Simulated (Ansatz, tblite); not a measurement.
# C2H7Al: chosen isomers compared, part 2 of 2

Aim: relax some chosen isomers of C2H7Al, and see how the levels of theory order them.

Ansatz 0.2.0, Gaussian basis; relaxed with r2SCAN-D4/def2-TZVP, singlet. The steps go on from the part before.

## Step 12: Candidate B, B97M-V/def2-TZVP

Contents of in.yaml:

```yaml
crystal:
  periodic: [false, false, false]
  atoms:
    - {symbol: Al, position_ang: [0.730302, 1.368001, 0.581138]}
    - {symbol: C, position_ang: [-0.257836, -0.324051, 0.598837]}
    - {symbol: C, position_ang: [-0.412432, -0.866524, -0.837718]}
    - {symbol: H, position_ang: [2.319772, 1.362380, 0.512460]}
    - {symbol: H, position_ang: [-0.035544, 2.761142, 0.538085]}
    - {symbol: H, position_ang: [-1.248582, -0.198980, 1.049252]}
    - {symbol: H, position_ang: [0.266972, -1.068323, 1.209061]}
    - {symbol: H, position_ang: [-0.950054, -1.819706, -0.858331]}
    - {symbol: H, position_ang: [-0.970134, -0.175183, -1.477698]}
    - {symbol: H, position_ang: [0.557524, -1.038747, -1.315084]}
basis:
  gaussian: {orbitals: def2-TZVP, initial_orbitals: start.molden}
hamiltonian: {xc: {name: B97M-V}}
scf: {omitted_lower_state_checks: [starts]}
output: {orbitals: {seedname: orbitals}}
```

Launch:

```console
> ansatz run in.yaml --threads 2 --pin off --events-out ev --progress --plain --max-ram 4352MiB
```

The log of the run, cut to the lines that bear on the results:

```text
Functional definition: B97M-V
  name "B97M-V"
  cite "Mardirossian & Head-Gordon, J. Chem. Phys. 142, 074111 (2015) doi:10.1063/1.4907719"
  cite "Becke, J. Chem. Phys. 107, 8554 (1997) doi:10.1063/1.475007"
  cite "Vydrov & Van Voorhis, J. Chem. Phys. 133, 244103 (2010) doi:10.1063/1.3521275"
  # Of w^i u^j: cxij and so on, Table III.
[...]
  gx(w, u) = cx00 + cx01*u + cx02*u^2 + (cx10 + cx11*u)*w
  gss(w, u) = css00 + css02*u^2 + css10*w + (css32*w^3 + css42*w^4)*u^2
  gos(w, u) = cos00 + cos01*u + cos03*u^3 + cos10*w + cos32*w^3*u^2
[...]
      + integral(e_c_pw_mod_opposite_spin*gos(b97_w_opposite, b97_u_opposite)) + vv10(b, c)
[...]
927 factors; their error is unknown
[...]
mean field -8784.18366250 eV, -322.8127954635 hartree, gradient 1.1e-5 eV, S^2 0.000000; 0 other end points of the search recorded, 0 dependent functions left out
reference -8784.18373025 eV, -322.8127979531 hartree; 16, 16 occupied and 125, 125 virtual orbitals, 927 factors
Total energy: -8784.18373025 eV, -322.8127979531 hartree
Checks for a lower state left out: starts
```

Run time: 6.5 s. Hardware: 2 threads of Arm Neoverse V1, shared host.

From the report: HOMO -6.66 eV, LUMO -2.03 eV.

## Step 13: Candidate B, BLYP-D4/def2-TZVP

in.yaml, as its differences from that of step 12:

```diff
@@ -15,3 +15,3 @@
   gaussian: {orbitals: def2-TZVP, initial_orbitals: start.molden}
-hamiltonian: {xc: {name: B97M-V}}
+hamiltonian: {xc: {name: BLYP}, dispersion: d4}
 scf: {omitted_lower_state_checks: [starts]}
```

The command is unchanged.

The log of the run:

```text
Functional definition: BLYP
  name "BLYP"
  cite "Becke, Phys. Rev. A 38, 3098 (1988) doi:10.1103/PhysRevA.38.3098"
  cite "Lee, Yang & Parr, Phys. Rev. B 37, 785 (1988) doi:10.1103/PhysRevB.37.785"
  parameter beta = 0.0042
  parameter a = 0.04918
  parameter b = 0.132
  parameter c = 0.2533
  parameter d = 0.349
  exchange = b88_x(beta = beta)
  correlation = lyp_c(a = a, b = b, c = c, d = d)
these checks for a lower state are left out or cut short: starts
927 factors; their error is unknown
mean field evaluation 1: about -8784.0353 eV, gradient 1.3e1 eV
mean field evaluation 2: about -8784.2130 eV, gradient 1.5e-1 eV
mean field evaluation 4: about -8784.1851 eV, gradient 2.9e-4 eV
mean field -8784.18510603 eV, -322.8128485121 hartree, gradient 6.8e-6 eV, S^2 0.000000; 0 other end points of the search recorded, 0 dependent functions left out
reference -8784.18550053 eV, -322.8128630097 hartree; 16, 16 occupied and 125, 125 virtual orbitals, 927 factors
Total energy: -8784.51345183 eV, -322.8249149977 hartree
Checks for a lower state left out: starts
```

Run time: 1.6 s. Hardware: 2 threads of Arm Neoverse V1, shared host.

From the report: HOMO -6.19 eV, LUMO -2.01 eV.

## Step 14: Candidate B, PBE-D4/def2-SVP

in.yaml, as its differences from that of step 13:

```diff
@@ -14,4 +14,4 @@
 basis:
-  gaussian: {orbitals: def2-TZVP, initial_orbitals: start.molden}
-hamiltonian: {xc: {name: BLYP}, dispersion: d4}
+  gaussian: {orbitals: def2-SVP, initial_orbitals: start.molden}
+hamiltonian: {xc: pbe, dispersion: d4}
 scf: {omitted_lower_state_checks: [starts]}
```

The command is unchanged.

The log of the run:

```text
Functional definition: PBE
  name "PBE"
  cite "Perdew, Burke & Ernzerhof, Phys. Rev. Lett. 77, 3865 (1996) doi:10.1103/PhysRevLett.77.3865"
  parent pbe
  parameter kappa = 0.804
  parameter beta = 0.06672455060314922
  exchange = pbe_x(kappa = kappa, mu = beta*pi^2/3)
  correlation = pbe_c(beta = beta)
these checks for a lower state are left out or cut short: starts
915 factors; their error is unknown
mean field evaluation 1: about -8773.6049 eV, gradient 6.0e0 eV
mean field evaluation 2: about -8773.7096 eV, gradient 8.4e-2 eV
mean field evaluation 4: about -8773.6671 eV, gradient 1.1e-4 eV
mean field -8773.66711727 eV, -322.4263195543 hartree, gradient 9.8e-6 eV, S^2 0.000000; 0 other end points of the search recorded, 0 dependent functions left out
reference -8773.66715597 eV, -322.4263209766 hartree; 16, 16 occupied and 65, 65 virtual orbitals, 915 factors
Total energy: -8773.81429802 eV, -322.4317283472 hartree
Checks for a lower state left out: starts
```

Run time: 0.9 s. Hardware: 2 threads of Arm Neoverse V1, shared host.

HOMO -6.26 eV, LUMO -2.07 eV.

## Step 15: Candidate B, PBE0-D4/def2-SVP

in.yaml, as its differences from that of step 14:

```diff
@@ -15,3 +15,3 @@
   gaussian: {orbitals: def2-SVP, initial_orbitals: start.molden}
-hamiltonian: {xc: pbe, dispersion: d4}
+hamiltonian: {xc: pbe0, dispersion: d4}
 scf: {omitted_lower_state_checks: [starts]}
```

Launched as before.

The log of the run:

```text
Functional definition: PBE0
  name "PBE0"
  cite "Adamo & Barone, J. Chem. Phys. 110, 6158 (1999) doi:10.1063/1.478522"
  cite "Perdew, Burke & Ernzerhof, Phys. Rev. Lett. 77, 3865 (1996) doi:10.1103/PhysRevLett.77.3865"
  parent pbe
  parameter a = 0.25
  parameter kappa = 0.804
  parameter beta = 0.06672455060314922
  exchange = (1 - a)*pbe_x(kappa = kappa, mu = beta*pi^2/3) + a*exact_x
  correlation = pbe_c(beta = beta)
these checks for a lower state are left out or cut short: starts
948 factors; their error is unknown
mean field evaluation 1: about -8774.8357 eV, gradient 4.3e0 eV
mean field evaluation 2: about -8774.8872 eV, gradient 3.7e-2 eV
mean field evaluation 4: about -8774.9826 eV, gradient 8.3e-5 eV
mean field -8774.98260926 eV, -322.4746629936 hartree, gradient 8.2e-5 eV, S^2 0.000000; 0 other end points of the search recorded, 0 dependent functions left out
reference -8774.98263868 eV, -322.4746640745 hartree; 16, 16 occupied and 65, 65 virtual orbitals, 948 factors
Total energy: -8775.10585679 eV, -322.4791922566 hartree
Checks for a lower state left out: starts
```

It took 0.95 s on 2 threads of Arm Neoverse V1, shared host.

HOMO -7.53 eV, LUMO -1.30 eV.

## Step 16: Candidate B, CCSD(T)/def2-TZVPP

in.yaml, as its differences from that of step 15:

```diff
@@ -14,4 +14,4 @@
 basis:
-  gaussian: {orbitals: def2-SVP, initial_orbitals: start.molden}
-hamiltonian: {xc: pbe0, dispersion: d4}
+  gaussian: {orbitals: def2-TZVPP, initial_orbitals: start.molden}
+correlation: {method: ccsd_t}
 scf: {omitted_lower_state_checks: [starts]}
```

Same command.

The log of the run, cut to the lines that bear on the results:

```text
Functional definition: HF
  name "HF"
  cite "Fock, Z. Phys. 61, 126 (1930) doi:10.1007/BF01340294"
  parent pbe
[...]
1153 factors; integrals over basis functions are off by at most 1.7e-3 eV
[...]
mean field -8755.14241982 eV, -321.7455494799 hartree, gradient 2.1e-6 eV, S^2 0.000000; 0 other end points of the search recorded, 0 dependent functions left out
7 core orbitals not correlated: weight in the atoms' cores, before any rotation towards them, 1.000 or more for the frozen orbitals, at most 0.000 for the correlated occupied ones
reference -8755.14241982 eV, -321.7455494799 hartree; 9, 9 occupied and 186, 186 virtual orbitals, 1153 factors
second order -12.06674347 eV of doubles, -0.00000000 eV of singles
cycle   1  -12.83537764 eV  change   -7.7e-1 eV  update   7.3e-2
[...]
cycle   9  -13.24405030 eV  change    4.9e-7 eV  update   1.4e-5
perturbative correction -0.45665327 eV, -0.0167816983 hartree
Total energy: -8768.84312339 eV, -322.2490410494 hartree
Checks for a lower state left out: starts
```

Wall time 44 s (2 threads of Arm Neoverse V1, shared host); peak memory 2.4 GiB.

From the report: Hartree-Fock HOMO -10.53 eV, LUMO 1.32 eV; T1 0.009.

## Step 17: Candidate B, MP2/def2-TZVP

in.yaml, as its differences from that of step 16:

```diff
@@ -14,4 +14,4 @@
 basis:
-  gaussian: {orbitals: def2-TZVPP, initial_orbitals: start.molden}
-correlation: {method: ccsd_t}
+  gaussian: {orbitals: def2-TZVP, initial_orbitals: start.molden}
+correlation: {method: mp2}
 scf: {omitted_lower_state_checks: [starts]}
```

Same command.

The log of the run:

```text
Functional definition: HF
  name "HF"
  cite "Fock, Z. Phys. 61, 126 (1930) doi:10.1007/BF01340294"
  parent pbe
  exchange = exact_x
  correlation = 0
these checks for a lower state are left out or cut short: starts
967 factors; integrals over basis functions are off by at most 1.2e-3 eV
mean field evaluation 1: about -8754.6309 eV, gradient 2.2e1 eV
mean field evaluation 2: about -8755.0828 eV, gradient 5.1e-1 eV
mean field evaluation 4: about -8755.0870 eV, gradient 1.5e-3 eV
mean field -8755.08695018 eV, -321.7435110082 hartree, gradient 9.8e-6 eV, S^2 0.000000; 0 other end points of the search recorded, 0 dependent functions left out
7 core orbitals not correlated: weight in the atoms' cores, before any rotation towards them, 1.000 or more for the frozen orbitals, at most 0.000 for the correlated occupied ones
reference -8755.08695018 eV, -321.7435110082 hartree; 9, 9 occupied and 125, 125 virtual orbitals, 967 factors
second order -11.52620673 eV of doubles, -0.00000000 eV of singles
Total energy: -8766.61315692 eV, -322.1670912929 hartree
Checks for a lower state left out: starts
```

Wall time 1.1 s (2 threads of Arm Neoverse V1, shared host).

Report: Hartree-Fock HOMO -10.53 eV, LUMO 1.32 eV.

## Step 18: B against A

The energies of A at these levels come from its own runs, whose logs aren't repeated here.

Differences are taken before rounding.

| method | B above A (kJ/mol) | from CCSD(T)/def2-TZVPP (kJ/mol) | time |
| --- | --- | --- | --- |
| GFN1-xTB | -11.4 | -74.6 | 0.008 s |
| GFN2-xTB | -18.2 | -81.4 | 0.006 s |
| HF/def2-TZVP | 56.4 | -6.8 |  |
| HF/def2-TZVPP | 57.4 | -5.8 |  |
| PBE-D4/def2-SVP | 56.6 | -6.6 | 1.8 s |
| PBE-D4/def2-TZVP | 64.2 | +1.0 | 3.6 s |
| BLYP-D4/def2-TZVP | 62.9 | -0.4 | 3 s |
| r2SCAN-D4/def2-TZVP | 69.2 | +6.0 | 5.7 s |
| B97M-V/def2-TZVP | 61.1 | -2.2 | 13 s |
| r2SCANh-D4/def2-TZVP | 68.5 | +5.3 | 6.3 s |
| PBE0-D4/def2-SVP | 57.1 | -6.1 | 1.9 s |
| PBE0-D4/def2-TZVP | 63.5 | +0.3 | 3.5 s |
| MP2/def2-TZVP | 64.7 | +1.5 | 2.1 s |
| MP2/def2-TZVPP | 65.7 | +2.4 |  |
| CCSD/def2-TZVPP | 62.6 | -0.7 |  |
| CCSD(T)/def2-TZVPP | 63.2 | 0 | 88 s |

Among the levels timed on like hardware and quicker than the yardstick, those that no quicker one beats, quickest first: GFN2-xTB (0.006 s, -81.4 kJ/mol); GFN1-xTB (0.008 s, -74.6 kJ/mol); PBE-D4/def2-SVP (1.8 s, -6.6 kJ/mol); PBE0-D4/def2-SVP (1.9 s, -6.1 kJ/mol); MP2/def2-TZVP (2.1 s, +1.5 kJ/mol); BLYP-D4/def2-TZVP (3 s, -0.4 kJ/mol); PBE0-D4/def2-TZVP (3.5 s, +0.3 kJ/mol).

Times add the two runs; a level without a time comes out of a correlated run.

## Step 19: What came out

The summary covers parts 1 to 2.

```
                     quantity               value
B above A, CCSD(T)/def2-TZVPP        +63.2 kJ/mol
      levels that put B lower  GFN1-xTB, GFN2-xTB
```

The levels disagree on B and A: 2 of 16 put B lower. CCSD(T)/def2-TZVPP isn't at the basis-set limit; small misses against it rank nothing. Only these isomers were run, one conformer each; others of the formula can lie lower. Only singlets are compared; another spin may lie lower and prefer another shape.
